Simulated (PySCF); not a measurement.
## Working out the ionisation energy of Cl

Cl [Ne] 3s2 3p5 (2P) → Cl⁺ [Ne] 3s2 3p4 (3P). Computed with PySCF 2.14 in aug-cc-pwCVDZ (6s5p3d, 36 functions), with no relativity, point nucleus. Frozen: [Ne]. Energies in hartree (1 hartree = 27.21139 eV):

```
            part   Cl (lower)  Cl⁺ (upper)
             UHF  -459.473211  -459.038793
CCSD correlation    -0.144898    -0.118250
             (T)    -0.002756    -0.001859
```

What does Hartree-Fock give?

(-459.038793) − (-459.473211) = 0.434418 hartree = 11.821 eV.

What do CCSD and CCSD(T) give?

The CCSD correlation energies differ by 0.026648 hartree = 0.725 eV and the triples by 0.000897 hartree = 0.024 eV, so CCSD gives 12.546 eV and CCSD(T) 12.570 eV.

Measured between the centres of the two terms (NIST): 12.974 eV, so CCSD(T) (valence) is off by -0.404 eV.

A double-zeta basis recovers only part of the correlation energy.

What remains against the reference includes basis incompleteness, the frozen core and higher excitations.
